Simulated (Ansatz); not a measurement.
`O=C(O)CS`, 9 atoms. Charge 0, multiplicity 1. All runs use 2 threads of an Arm Neoverse V2 on a shared host. Correlated methods freeze the cores.

Question: Give the basis size and wall time and peak host memory of each of these runs in Ansatz. RKS CAM-B3LYP-D4/def2-TZVPP energy; direct RPA on PBE orbitals/def2-TZVPP energy; RKS B3LYP-D4/def2-TZVPP energy and forces; RHF-MP2/def2-QZVPP energy; RKS ωB97M-V/def2-SVP energy; RKS B97M-V/def2-TZVPP energy; RKS PBE0-D4/def2-QZVPP energy; RKS PBE0-D4/def2-TZVP frequencies; RHF-CCSD(T)/def2-TZVPP energy; RKS ωB97M-V/def2-QZVPP energy; RKS r2SCAN0-D4/def2-TZVPP energy; RKS PBE0-D4/def2-SVP energy. (Best estimate.)

Answer: Ansatz gave: Other jobs shared the machine, so times are rough.

```json
{"level": "RKS PBE0-D4/def2-SVP", "job": "energy", "functions": "94", "wall time": "1.4 s", "peak host memory (GiB)": "0.43"}
{"level": "RKS CAM-B3LYP-D4/def2-TZVPP", "job": "energy", "functions": "222", "wall time": "4.2 s", "peak host memory (GiB)": "0.53"}
{"level": "RKS ωB97M-V/def2-SVP", "job": "energy", "functions": "94", "wall time": "5.5 s", "peak host memory (GiB)": "0.43"}
{"level": "RKS B3LYP-D4/def2-TZVPP", "job": "energy and forces", "functions": "222", "wall time": "6 s", "peak host memory (GiB)": "0.55"}
{"level": "RKS r2SCAN0-D4/def2-TZVPP", "job": "energy", "functions": "222", "wall time": "6.5 s", "peak host memory (GiB)": "0.49"}
{"level": "direct RPA on PBE orbitals/def2-TZVPP", "job": "energy", "functions": "222", "wall time": "7.5 s", "peak host memory (GiB)": "0.47"}
{"level": "RKS PBE0-D4/def2-QZVPP", "job": "energy", "functions": "418", "wall time": "11 s", "peak host memory (GiB)": "1.1"}
{"level": "RKS B97M-V/def2-TZVPP", "job": "energy", "functions": "222", "wall time": "13 s", "peak host memory (GiB)": "0.32"}
{"level": "RKS ωB97M-V/def2-QZVPP", "job": "energy", "functions": "418", "wall time": "25 s", "peak host memory (GiB)": "1.4"}
{"level": "RHF-MP2/def2-QZVPP", "job": "energy", "functions": "418", "wall time": "27 s", "peak host memory (GiB)": "2.2"}
{"level": "RHF-CCSD(T)/def2-TZVPP", "job": "energy", "functions": "222", "wall time": "2.9 min", "peak host memory (GiB)": "3.6"}
{"level": "RKS PBE0-D4/def2-TZVP", "job": "frequencies", "functions": "185", "wall time": "2.9 min", "peak host memory (GiB)": "0.43"}
```

B3LYP here is the variant with VWN-RPA as its local correlation; programs differ in this.
